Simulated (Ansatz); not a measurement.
Cost and result for the atomization energy of CH$_{4}$BCl (`CBCl`) (7 atoms, 6 bonds).

```xyz
7

C    -0.496    0.075    0.517
B     0.508   -0.026   -0.658
Cl    1.961   -0.996   -0.545
H    -0.239   -0.522    1.393
H    -1.496   -0.207    0.168
H    -0.587    1.127    0.816
H     0.349    0.549   -1.692
```

The species carries charge 0 and has multiplicity 1. The structure was optimised at the PBE0-D4/def2-TZVP level. Program: Ansatz. All runs use 2 threads of a server CPU on a shared host. Times are those of one run each, without the atoms' runs, and a repeat can differ threefold. Electronic energies, without spin–orbit coupling; frozen cores. CCSD(T)/CBS adds CCSD(T) − MP2 in def2-TZVPP to the MP2 limit, and its time is that of the two runs behind it. T1 = 0.011. HSE06 is the plane-wave form, built on full-range PBE exchange.

CCSD(T)/CBS is a level of theory with its own doubt, some kJ/mol a heavy atom from the limit and from the frozen cores, so smaller differences don't rank the functionals.

```tsv
level	functions	wall time	atomization (kcal/mol)	difference from CCSD(T)/CBS	per bond
LDA (SPW92)/def2-TZVPP	160	0.8 s	683.4	77.7	13.0
CCSD(T)/def2-SVP	66	1.1 s	583.2	-22.5	-3.7
revPBE-D4/def2-TZVPP	160	1.3 s	604.6	-1.1	-0.2
BLYP-D4/def2-TZVPP	160	1.4 s	604.1	-1.6	-0.3
HSE06-D4/def2-TZVPP	160	2 s	612.4	6.7	1.1
B2PLYP/def2-TZVPP	160	2.7 s	603.4	-2.3	-0.4
r2SCANh-D4/def2-TZVPP	160	2.8 s	610.6	4.9	0.8
B97M-V/def2-TZVPP	160	4.8 s	613.8	8.1	1.4
ωB97X-V/def2-TZVPP	160	5 s	608.7	3.0	0.5
ωB97M-V/def2-TZVPP (with forces)	160	6.5 s	611.3	5.6	0.9
MP2/def2-QZVPP	304	9 s	609.2	3.5	0.6
CCSD(T)/def2-TZVPP	160	13 s	593.5	-12.2	-2.0
CCSD(T)/CBS(def2)	–	22 s	605.7	0.0	0.0
```

Leaving LDA and LC-ωPBE aside and taking each functional with its dispersion term where it has one, the values, not all of them listed here, spread over 19.4 kcal/mol, from BHLYP-D4 to PBE-D4. LDA lies +68.3 kcal/mol from PBE without D4, its usual overbinding. From BLYP to BHLYP (50 % exact exchange), in def2-TZVPP and without D4, the atomization energy moves by −3.7 kcal/mol: exact exchange takes away binding that semilocal exchange gives to molecules. In def2-TZVPP, CCSD(T) changes the Hartree–Fock value by +117.6 kcal/mol (the triples alone add +6.8 kcal/mol) and MP2 by +126.2 kcal/mol; breaking electron pairs costs correlation energy, which Hartree–Fock lacks.
